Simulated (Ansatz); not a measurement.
```yaml
crystal:
  periodic: [false, false, false]
  atoms:
    - {symbol: C, position_ang: [-0.284834, -0.933146, -1.326154]}
    - {symbol: C, position_ang: [0.035838, -0.136298, -0.150958]}
    - {symbol: C, position_ang: [0.144877, 0.263458, 1.051159]}
    - {symbol: O, position_ang: [0.222784, 0.064107, 2.354425]}
    - {symbol: N, position_ang: [0.000012, 1.410209, 0.197610]}
    - {symbol: H, position_ang: [-1.238415, -0.609048, -1.757047]}
    - {symbol: H, position_ang: [-0.368788, -1.986700, -1.051513]}
    - {symbol: H, position_ang: [0.479435, -0.843088, -2.104001]}
    - {symbol: H, position_ang: [0.161526, 0.923335, 2.788355]}
    - {symbol: H, position_ang: [0.930665, 1.795973, 0.001224]}
basis:
  gaussian: {orbitals: ANO-RCC-VTZP}
hamiltonian: {xc: {name: TPSS}}
scf: {lower_state_search: off}
```

```sh
$ ansatz run in.yaml --threads 2 --pin off --events-out ev --progress --plain --max-ram 4352MiB
```

Output, abridged:

```
Error: YAML parse error: error: line 16 column 19: hamiltonian.xc: no functional is named "TPSS"; the names, which are not case-sensitive, are SVWN5, SPW92, PBE, PBE0, PBEsol, revPBE, revPBE0, RPBE, rPW86-PBE, HSE06, wPBEh, LC-wPBE, HISS, HF, BLYP, B3LYP, B3LYP5, BHLYP, CAM-B3LYP, r2SCAN, r2SCANh, r2SCAN0, r2SCAN50, m-r2SCAN, B97, wB97, wB97X, wB97X-V, B97M-V, wB97M-V, B2PLYP, B2GP-PLYP, PBE0-DH, PBE-QIDH
14 | basis:
15 |   gaussian: {orbitals: ANO-RCC-VTZP}
16 | hamiltonian: {xc: {name: TPSS}}
17 | scf: {lower_state_search: off}
```

In this input the method's name isn't one that the program takes here. The input was rejected before any iteration.
